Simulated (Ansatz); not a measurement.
Frontier orbitals of AlBFH3 (`F[BH][AlH2]`).

The species carries charge 0 and has multiplicity 1. The geometry is a stationary point of PBE0-D4/def2-TZVP. Basis def2-TZVPP, the Gaussian-basis code of Ansatz.

**Question.** Compute the vertical ionisation energy as the energy of the cation minus that of the neutral molecule, at each level. (Best estimate.)

**Answer.** Ansatz gave: 
| level | IE (eV) | difference from CCSD(T)/CBS(def2) |
| --- | --- | --- |
| PBE-D4/def2-TZVPP | 9.36 | -0.57 |
| r2SCAN-D4/def2-TZVPP | 9.44 | -0.49 |
| PBE0-D4/def2-TZVPP | 9.61 | -0.32 |
| B3LYP-D4/def2-TZVPP | 9.67 | -0.26 |
| ωB97X-V/def2-TZVPP | 9.77 | -0.16 |
| ωB97M-V/def2-TZVPP | 9.76 | -0.17 |
| B2PLYP/def2-TZVPP | 9.67 | -0.26 |
| HF/def2-TZVPP | 9.16 | -0.77 |
| MP2/def2-TZVPP | 9.78 | -0.15 |
| CCSD/def2-TZVPP | 9.83 | -0.10 |
| CCSD(T)/def2-TZVPP | 9.81 | -0.12 |
| HF/def2-QZVPP | 9.15 | -0.78 |
| MP2/def2-QZVPP | 9.85 | -0.08 |
| HF/CBS(def2) | 9.14 | -0.79 |
| MP2/CBS(def2) | 9.90 | -0.03 |
| CCSD/CBS(def2) | 9.95 | 0.02 |
| CCSD(T)/CBS(def2) | 9.93 | 0.00 |

B3LYP here is the variant with VWN-RPA as its local correlation; programs differ in this.
